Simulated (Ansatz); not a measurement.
Born–Oppenheimer molecular dynamics of CH₅AlO (8 atoms, charge 0, multiplicity 1). It starts from a relaxed structure.

Computed with Ansatz, RKS B3LYP-D4/def2-mTZVP.

```
ensemble                      : NVE (velocity Verlet)
time step                     : 0.5 fs
steps asked                   : 150
starting velocities drawn for : 700 K
seed                          : 650698
```

First frame:

```xyz
8
Properties=species:S:1:pos:R:3
Al -0.034 -0.134 -0.081
H 0.170 0.010 1.485
O 1.329 -0.462 -1.061
H 2.214 -0.571 -0.698
C -1.751 0.030 -0.991
H -2.376 -0.853 -0.827
H -2.328 0.886 -0.628
H -1.629 0.142 -2.070
```

Task: How far do the bonds stretch over the last three quarters of this one trajectory? (Pairs bonded in most of those frames.)

Result: 
```csv
bond,mean (Å),spread (Å),shortest,longest
Al1–H2,1.596,0.037,1.54,1.66
Al1–O3,1.720,0.079,1.60,1.83
Al1–C5,1.958,0.033,1.90,2.00
O3–H4,0.964,0.006,0.95,0.97
C5–H6,1.104,0.042,1.04,1.17
C5–H7,1.097,0.008,1.08,1.11
C5–H8,1.096,0.017,1.06,1.12
```

Mean temperature of the second half: 365 K. The conserved energy stayed within 0.29 meV per atom of its start (net change 0.22 meV per atom), so the integration is sound. Over the second half the temperature averaged 0.52 of the 700 K drawn at the start: a run that starts near a minimum puts about half its kinetic energy into the potential. A run of 0.075 ps of so small a system gives no equilibrium averages.

The run took 6.3 min on 1 thread of Arm Neoverse V1, with other jobs on the host, peak memory 0.14 GiB.
